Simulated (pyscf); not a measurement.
PySCF, gas phase, ωB97X-D3(BJ)/def2-SVP geometries. Correlated levels are frozen-core, on RHF or UHF. ΔMP2 is the change of the MP2 total energy from the triple- to the quadruple-zeta basis.

Problem. PBE/def2-TZVP puts the barrier of `[CH4]` + `[SiH2][Cl]` [doublet] → `[CH3][SiH2][Cl]` + `[H]` [doublet] (substitution at C; doublet surface; C–H broken, C–Si formed) at 39.8 kcal/mol and the reaction energy at +19.3 kcal/mol, from the separated reactants. What do B3LYP-D3(BJ)/def2-TZVP, M06-2X/def2-TZVP, CCSD(T)/def2-TZVPP + ΔMP2(QZVPP) give on the same structures?

Solution. B3LYP-D3(BJ): ΔE‡ = 43.9 kcal/mol, ΔE = +20.1 kcal/mol; M06-2X: ΔE‡ = 46.1 kcal/mol, ΔE = +17.9 kcal/mol; CCSD(T): ΔE‡ = 46.9 kcal/mol, ΔE = +17.1 kcal/mol. PBE's barrier lies under all of them, by 4.1 to 7.1 kcal/mol. Its reaction energy lies among theirs. Low barriers are usual for a GGA, whose delocalisation error favours stretched bonds. The same reactants have a lower exit, to CH₃• + H₃Si–Cl (barrier +23.2 kcal/mol at ωB97M-D3(BJ), against +45.2 kcal/mol here). This is the saddle that the search found; another between the same sides may lie lower. The angle at the attacked C is 179°. The CCSD(T) − MP2 part came from Ansatz, without density fitting, on the same reference.
